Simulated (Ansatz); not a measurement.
Input file:

```yaml
crystal:
  periodic: [false, false, false]
  atoms:
    - {symbol: Al, position_ang: [0.000000, 0.000000, 0.000000]}
    - {symbol: N, position_ang: [0.000000, 0.000000, 1.668087]}
basis:
  gaussian: {orbitals: cc-pVDZ}
magnetization: {spin_polarized: false, initial_magnetization: 2}
correlation: {method: bccd_t, electrons: outside_noble_gas}
```

```sh
$ ansatz run in.yaml --threads 1 --pin off --events-out ev --progress --plain --max-ram 2393MiB
```

Output:

```
318 factors; integrals over basis functions are off by at most 4.0e-4 eV
mean field evaluation 1: about -8058.4750 eV, gradient 2.4e1 eV
mean field evaluation 2: about -8058.4781 eV, gradient 2.4e1 eV
mean field evaluation 4: about -8060.7324 eV, gradient 2.8e0 eV
mean field evaluation 8: about -8061.3302 eV, gradient 1.7e0 eV
mean field evaluation 16: about -8061.4082 eV, gradient 1.4e-4 eV
mean field evaluation 32: about -8061.5893 eV, gradient 9.9e-6 eV
mean field evaluation 64: about -8061.3548 eV, gradient 1.4e0 eV
mean field evaluation 96: about -8059.2188 eV, gradient 9.8e-7 eV
mean field evaluation 128: about -8061.4081 eV, gradient 9.3e-2 eV
mean field evaluation 160: about -8061.4082 eV, gradient 9.8e-7 eV
...
cycle   5  -5.11908647 eV  change    2.6e-3 eV  update   4.0e-3
cycle   6  -5.11745816 eV  change    1.6e-3 eV  update   2.2e-3
cycle   7  -5.11607379 eV  change    1.4e-3 eV  update   1.1e-3
cycle   8  -5.11526942 eV  change    8.0e-4 eV  update   5.5e-4
cycle   9  -5.11509155 eV  change    1.8e-4 eV  update   2.4e-4
cycle  10  -5.11501272 eV  change    7.9e-5 eV  update   1.0e-4
cycle  11  -5.11500070 eV  change    1.2e-5 eV  update   4.8e-5
cycle  12  -5.11501038 eV  change   -9.7e-6 eV  update   2.5e-5
cycle  13  -5.11501310 eV  change   -2.7e-6 eV  update   1.3e-5
cycle  14  -5.11501049 eV  change    2.6e-6 eV  update   6.4e-6
perturbative correction -0.24372790 eV, -0.0089568349 hartree
Total energy: -8066.76690714 eV, -296.4482159863 hartree
```

For the same geometry and basis UCCSDT(Q) lies 79.1 meV lower.

Ran on 1 thread of Arm Neoverse V1, shared host: 2.8 s wall, 0.16 GiB peak host memory.
